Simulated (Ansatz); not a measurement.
The input, for Ansatz 0.2.0:

```yaml
crystal:
  periodic: [false, false, false]
  atoms:
    - {symbol: Si, position_ang: [-0.096454, 0.000001, 0.622768]}
    - {symbol: B, position_ang: [0.120360, -0.000002, -1.809588]}
    - {symbol: H, position_ang: [0.698321, -1.206838, 1.028186]}
    - {symbol: H, position_ang: [0.698322, 1.206839, 1.028184]}
basis:
  gaussian: {orbitals: 6-31G}
magnetization: {spin_polarized: false, initial_magnetization: 1}
correlation: {method: bccd_t, electrons: outside_noble_gas}
```

```sh
$ ansatz run in.yaml --threads 1 --pin off --events-out ev --progress --plain --max-ram 2816MiB --backend cpu
```

(1) Roughly how long does this take on 1 thread of AMD EPYC 7R13, shared host, and how much host memory?

```
330 factors; integrals over basis functions are off by at most 1.9e-4 eV
mean field evaluation 1: about -8556.8046 eV, gradient 1.1e1 eV
mean field evaluation 2: about -8556.8433 eV, gradient 1.1e1 eV
mean field evaluation 4: about -8558.4190 eV, gradient 1.7e0 eV
mean field evaluation 8: about -8558.4711 eV, gradient 4.2e-1 eV
mean field evaluation 16: about -8558.5963 eV, gradient 3.1e-2 eV
mean field evaluation 32: about -8558.4345 eV, gradient 1.0e-1 eV
mean field evaluation 64: about -8555.9180 eV, gradient 1.0e1 eV
mean field evaluation 96: about -8558.4577 eV, gradient 2.3e-6 eV
mean field evaluation 128: about -8557.6577 eV, gradient 2.6e0 eV
mean field evaluation 160: about -8557.5150 eV, gradient 2.5e-2 eV
...
cycle  10  -3.61178035 eV  change   -2.9e-4 eV  update   4.0e-4
cycle  11  -3.61191591 eV  change   -1.4e-4 eV  update   2.6e-4
cycle  12  -3.61198039 eV  change   -6.4e-5 eV  update   1.8e-4
cycle  13  -3.61203140 eV  change   -5.1e-5 eV  update   1.2e-4
cycle  14  -3.61202330 eV  change    8.1e-6 eV  update   7.4e-5
cycle  15  -3.61206659 eV  change   -4.3e-5 eV  update   4.2e-5
cycle  16  -3.61206895 eV  change   -2.4e-6 eV  update   2.5e-5
cycle  17  -3.61207234 eV  change   -3.4e-6 eV  update   1.4e-5
cycle  18  -3.61207294 eV  change   -6.0e-7 eV  update   9.0e-6
cycle  19  -3.61207293 eV  change    1.3e-8 eV  update   5.4e-6
perturbative correction -0.10855979 eV, -0.0039894988 hartree
Total energy: -8562.15447496 eV, -314.6533733182 hartree
```

For the same geometry and basis full CI lies 60.3 meV lower.

Answers

(1) 1.7 s wall and 0.1 GiB.
